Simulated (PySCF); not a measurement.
Species: ClH₃Si.
Numbering: `[SiH3:1][Cl:2]` (hydrogens: H3, H4, H5 on Si1)

The same species was optimised twice, with GFN2-xTB and with PBE0-D3(BJ)/def2-SVP (PySCF), and the same property calculations (PySCF, gas phase) were run on both structures.

```tsv
coordinate	GFN2-xTB	PBE0-D3(BJ)/def2-SVP	change
Si1–Cl2 (Å)	2.010	2.067	+0.057
Si1–H3 (Å)	1.459	1.489	+0.030
Si1–H5 (Å)	1.459	1.489	+0.030
Si1–H4 (Å)	1.459	1.489	+0.030
Cl2–Si1–H3 (°)	108.2	109.0	+0.8
H3–Si1–H4 (°)	110.7	110.0	-0.7
Cl2–Si1–H5 (°)	108.2	108.9	+0.7
H3–Si1–H5 (°)	110.7	110.0	-0.7
Cl2–Si1–H4 (°)	108.2	108.9	+0.7
H4–Si1–H5 (°)	110.7	110.1	-0.6
```

Rotational constants: A = 87048, B = 6939, C = 6939 MHz (GFN2-xTB) against A = 84245, B = 6554, C = 6554 MHz (PBE0-D3(BJ)/def2-SVP). Point groups within 0.08 Å: C3v and C3v.

On the GFN2-xTB structure: HOMO (eV) -9.07 [PBE0/pcSseg-1]; LUMO (eV) 0.08 [PBE0/pcSseg-1]; dipole (D) 1.51 [PBE0/pcSseg-1]; GIAO shielding of Si1 (ppm) 390.6 [PBE0/pcSseg-1]; GIAO shielding of Cl2 (ppm) 1060.3 [PBE0/pcSseg-1].

Q: What do these properties become on the PBE0-D3(BJ)/def2-SVP structure?

A: 
| property | level | on GFN2-xTB | on PBE0-D3(BJ)/def2-SVP | change |
| --- | --- | --- | --- | --- |
| HOMO (eV) | PBE0/pcSseg-1 | -9.07 | -9.06 | +0.01 |
| LUMO (eV) | PBE0/pcSseg-1 | 0.08 | -0.15 | -0.23 |
| dipole (D) | PBE0/pcSseg-1 | 1.51 | 1.66 | +0.15 |
| energy, GFN2-xTB geometry as zero (kcal/mol) | PBE0/pcSseg-1 | 0.0 | -1.2 | -1.2 |
| GIAO shielding of Si1 (ppm) | PBE0/pcSseg-1 | 390.6 | 382.4 | -8.2 |
| GIAO shielding of Cl2 (ppm) | PBE0/pcSseg-1 | 1060.3 | 1041.7 | -18.6 |

The heavy atoms differ by 0.029 Å rms after alignment. Among all bonds Si1–Cl2 changes most (+0.057 Å). Changes are differences of the printed values. Neither structure is proved a minimum here.
